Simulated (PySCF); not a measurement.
## Electron affinity of Cl by level of theory

Cl⁻ [Ar] (1S) → Cl [Ne] 3s2 3p5 (2P), as a difference of total energies. All numbers are calculated (PySCF 2.14, scalar relativity by spin-free X2C-1e, in aug-cc-pVDZ-DK (5s4p2d, 27 functions)). Correlated levels: valence: [Ne] frozen. The calculations carry no spin-orbit coupling.

```tsv
method	electron affinity (eV)	plus first-order spin-orbit estimate	error of that sum (eV)
UHF	2.455	2.419	-1.194
LDA	3.951	3.915	+0.302
PBE	3.688	3.653	+0.040
PBE0	3.616	3.580	-0.033
r2SCAN	3.673	3.638	+0.025
MN15	3.652	3.616	+0.003
M06	3.750	3.714	+0.101
M06-L	3.692	3.657	+0.044
B2PLYP	3.576	3.541	-0.072
MP2 (valence)	3.540	3.505	-0.108
SCS-MP2 (valence)	3.445	3.409	-0.204
```

Reference: 3.613 eV (measured; photodetachment measurements, as compiled on the Wikipedia data page of electron affinities).

A first-order spin-orbit estimate (lowest level to lowest level, LS coupling) adds -0.035 eV.

Errors of the correlated levels include the incompleteness of this basis and the frozen core.

In the anion the highest occupied orbital energy is positive at LDA, PBE, r2SCAN, M06-L, a self-interaction effect; the basis confines that electron, and the energy difference can still be sensible.
